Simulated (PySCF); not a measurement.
# Calculated NMR parameters of C6H6

```yaml
Formula: C6H6
SMILES: c1ccccc1
Point_group_of_the_computed_structure: D6h
Degrees_of_unsaturation: 4
Carbon_signals: 1
Proton_signals: 1
```

Mapped SMILES: `[cH:1]1[cH:2][cH:3][cH:4][cH:5][cH:6]1`. Hydrogens are named by the atom that carries them.

PySCF 2.14 calculation with geometry: PBE0-D3(BJ)/def2-SVP and B3LYP/pcSseg-2 with gauge-including orbitals; one averaged value for each set of equivalent atoms, single conformer, in vacuum, non-relativistic.

Referencing at the same level of theory: 1H, 13C against TMS.

```tsv
carbon	δC, type	δH (multiplicity)	HMBC from (2–3 bonds)	span of the C tensor (ppm)
C1/C2/C3/C4/C5/C6	138.2, CH	7.51 (s)	H(C1)/H(C2)/H(C3)/H(C4)/H(C5)/H(C6)	245
```

Carbon types of the structure: 6 × CH, which accounts for all hydrogens. δC 138.2: aromatic CH; the aromatic region. δH 7.51: hydrogen on an aromatic CH; it sits in the deshielding region of the aromatic ring current.

Shifts are as computed, not scaled to solution data. Of 246 compounds with measured shifts, 49 miss one by over three times the rms of a fit or turn the order of signals round; such compounds aren't used in these exercises.
